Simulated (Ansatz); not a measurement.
A made-up structure of CH5OSi (charge -1), singlet:

C1  (-0.561, 0.786, -0.488)
Si2  (0.948, -0.400, -0.180)
O3  (0.174, -1.565, 0.882)
H4  (-1.257, 0.365, -1.222)
H5  (-0.201, 1.745, -0.884)
H6  (1.643, -1.046, -1.236)
H7  (1.599, 0.513, 0.896)
H8  (0.417, -2.432, 0.560)
(Å)

It is relaxed with PBE-D4/def2-SVPD and then PBE0-D4/def2-TZVPD (Ansatz 0.2.0). Atoms count as bonded within 1.22 times the sum of their covalent radii (H–H: 0.88 Å). The end point is not checked to be a true minimum.

Does its bonding change? (A judgement: the text doesn't fix the answer.)

By the calculation: No: no bond forms or breaks.

Where it ends: The first stage lowers the energy by 1.17 eV in 10 steps. It ends as CH₅OSi ([CH2][SiH2][OH]), total charge -1:
C1  (-0.386, 0.822, -0.832)
Si2  (0.715, -0.352, -0.150)
O3  (0.133, -1.598, 0.881)
H4  (-1.118, 0.574, -1.599)
H5  (-0.560, 1.772, -0.330)
H6  (1.459, -1.221, -1.160)
H7  (1.794, 0.325, 0.668)
H8  (0.726, -2.355, 0.849)
(Å)

Labels in which every atom is bracketed show which atoms are joined, not bond orders.

For scale, one of the runs: PBE0-D4/def2-TZVPD relaxation, 165 basis functions, launched by `ansatz run in.yaml --threads 2 --pin off --events-out ev --progress --plain --max-ram 4352MiB`. Hardware: 2 CPU threads of an Arm Neoverse V2, shared host. Wall time about 23 s.
